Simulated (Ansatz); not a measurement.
```yaml
crystal:
  periodic: [false, false, false]
  atoms:
    - {symbol: B, position_ang: [-0.892747, 0.622810, -0.817554]}
    - {symbol: Si, position_ang: [0.620775, 0.028024, 0.406975]}
    - {symbol: O, position_ang: [0.414837, -1.328693, 1.262065]}
    - {symbol: H, position_ang: [-1.820727, -0.115009, -1.001556]}
    - {symbol: H, position_ang: [-0.961712, 1.701332, -1.347919]}
    - {symbol: H, position_ang: [0.999258, 1.122404, 1.304750]}
    - {symbol: H, position_ang: [1.773986, -0.084028, -0.565879]}
    - {symbol: H, position_ang: [0.061729, -2.084950, 0.870186]}
basis:
  gaussian: {orbitals: def2-mTZVPP, final_grid: {core_spheres: 1, valence_spheres: 1, degree: 1}}
hamiltonian: {xc: {name: r2SCAN}}
```

```sh
$ ansatz run in.yaml --threads 2 --pin off --events-out ev --progress --plain --max-ram 4352MiB
```

It prints (some lines left out):

```
Functional definition: r2SCAN
859 factors; their error is unknown
mean field evaluation 1: about -10675.5919 eV, gradient 5.6e1 eV
mean field evaluation 2: about -10661.5685 eV, gradient 1.0e2 eV
mean field evaluation 4: about -10680.8739 eV, gradient 3.9e0 eV
mean field evaluation 8: about -10671.9229 eV, gradient 4.2e1 eV
mean field evaluation 16: about -10724.2827 eV, gradient 4.9e0 eV
a density is far from that of the atoms, so the factors are made again for it
1023 factors; integrals over basis functions are off by at most 1.1e-3 eV
mean field evaluation 32: about -10724.4272 eV, gradient 7.6e-2 eV
mean field -10724.42725477 eV, -394.1154323350 hartree, gradient 1.6e-5 eV, S^2 0.000000; 0 other end points of the search recorded, 0 dependent functions left out
reference -10724.42731600 eV, -394.1154345851 hartree; 16, 16 occupied and 79, 79 virtual orbitals, 1023 factors
Total energy: -10724.42731600 eV, -394.1154345851 hartree
```

Question: What is wrong with this run?

Answer: The integration grid is far too coarse. The calculation finished and met its thresholds. The result belongs to that input, not to the molecule as meant.
